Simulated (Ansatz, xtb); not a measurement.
**Relative energy of two isomers of C2H4B−**

We compare X, `C=[B-]=C`, a singlet, with Y, `[BH3-]C#C`, a singlet. Both are isolated ions in the gas phase, relaxed with B3LYP-D3(BJ)/def2-SVPD.

X (Å):

```yaml
atoms:
  - { symbol: C, position_ang: [-0.3313, 1.0343, -0.5621] }
  - { symbol: C, position_ang: [-0.8433, 0.4188, 2.1878] }
  - { symbol: B, position_ang: [-0.5874, 0.7266, 0.8128] }
  - { symbol: H, position_ang: [0.1696, 1.9552, -0.8880] }
  - { symbol: H, position_ang: [-0.6174, 0.3715, -1.3891] }
  - { symbol: H, position_ang: [-0.1365, -0.1329, 2.8212] }
  - { symbol: H, position_ang: [-1.7647, 0.7123, 2.7073] }
```

Y (Å):

```xyz
7

C    -0.1482    0.8427    1.2073
C     0.7744    1.0515    1.9903
B    -1.3386    0.5732    0.1971
H    -2.3337    0.1596    0.8126
H    -1.0016   -0.2786   -0.6401
H    -1.6397    1.6214   -0.3951
H     1.5794    1.2338    2.6735
```

Quicker runs give these differences E(Y) − E(X): GFN2-xTB −1.443 eV; HF/STO-3G −1.793 eV (at GFN2-xTB geometries); r2SCAN-D4/def2-SVPD +0.032 eV (at GFN2-xTB geometries).

Task: Estimate E(Y) − E(X) at the level CCSD(T)/def2-SVPD + ΔMP2/def2-TZVPPD.

Result: Calculated at CCSD(T)/def2-SVPD + ΔMP2/def2-TZVPPD: E(Y) − E(X) = −0.104 eV, so structure Y lies lower.

Level by level:

| level | geometry | E(Y) − E(X) (eV) | departure from the last row (eV) | job, with rough time for the two |
| --- | --- | --- | --- | --- |
| GFN2-xTB | GFN2-xTB | −1.443 | −1.339 | optimisation, 0.07 s |
| HF/STO-3G | GFN2-xTB | −1.793 | −1.690 | single point, 0.12 s |
| r2SCAN-D4/def2-SVPD | GFN2-xTB | +0.032 | +0.136 | single point, 1.6 s |
| B3LYP-D3(BJ)/def2-SVPD | B3LYP-D3(BJ)/def2-SVPD | −0.020 | +0.084 | optimisation, 7.8 s |
| HF/def2-SVPD | B3LYP-D3(BJ)/def2-SVPD | −0.080 | +0.024 | part of the CCSD(T) run |
| MP2/def2-SVPD | B3LYP-D3(BJ)/def2-SVPD | −0.156 | −0.052 | part of the CCSD(T) run |
| CCSD(T)/def2-SVPD | B3LYP-D3(BJ)/def2-SVPD | −0.135 | −0.031 | single point |
| CCSD(T)/def2-SVPD + ΔMP2/def2-TZVPPD | B3LYP-D3(BJ)/def2-SVPD | −0.104 |  | single point, 9.2 s |

As drawn, Y has 1 C–B, 1 C≡C, 3 B–H in place of 2 C=B, 3 C–H.

r2SCAN-D4/def2-SVPD puts the two in the other order. B3LYP-D3(BJ)/def2-SVPD finds them nearly level. The largest departure from CCSD(T)/def2-SVPD + ΔMP2/def2-TZVPPD is that of HF/STO-3G, 1.690 eV. The last row adds to CCSD(T) the change of the MP2 difference between the two basis sets, here +0.031 eV.

With harmonic frequencies from B3LYP-D3(BJ)/def2-SVPD (ideal gas, rigid rotor, one conformer each, 298.15 K, 1 atm): on the last row, ΔE + ΔZPE = −0.217, ΔH = −0.216, ΔG = −0.226 eV.

The correlated steps freeze 3 core orbitals. Run with Ansatz 0.2.0, xtb 6.7.1; the last row on 1 thread of Intel(R) Xeon(R) 6975P-C (Granite Rapids) on a shared host.
